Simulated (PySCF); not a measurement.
# C4H4O (Furan): the cost of one run

Programs: PySCF 2.14.0, with density-fitted response routines of our own. Each step states its level of theory. These are calculated values for one molecule in the gas phase, unless marked as measured. Atoms count from 0, in the outputs and in this text.

### 1 The starting structure

9 atoms, charge 0, multiplicity 1; geometry from: MMFF94s.

Bonds of the start (Å): C0–C1 1.42, C1–C2 1.38, C2–O3 1.36, O3–C4 1.36, C4–C0 1.38, C0–H5 1.08, C1–H6 1.08, C2–H7 1.08, C4–H8 1.08.

### 2 Geometry optimisation at PBE0-D3(BJ)/def2-SVP

The job: settings as JSON, then the geometry in Å.

```
{"job": {"xc": "PBE0", "basis": "def2-SVP", "d3": "d3bj", "grid": 1, "kind": "geom"}, "charge": 0, "multiplicity": 1}
C      0.377577     0.949687    -0.115801
C     -0.929593     0.407732    -0.165804
C     -0.793959    -0.940596     0.070032
O      0.512288    -1.259727     0.261338
C      1.219498    -0.105812     0.147052
H      0.671527     1.980512    -0.253819
H     -1.856161     0.932527    -0.350510
H     -1.489988    -1.765511     0.131481
H      2.288812    -0.198813     0.276031
```

Command:

```bash
$ OMP_NUM_THREADS=1 python probes_run.py task.json out
```

One launch serves the whole session: the jobs run in the order shown.

**Question.** How long does this first job take on 1 thread of Arm Neoverse V2, shared host, and how much memory does it need?

About 21 s, with a peak of 0.38 GiB.
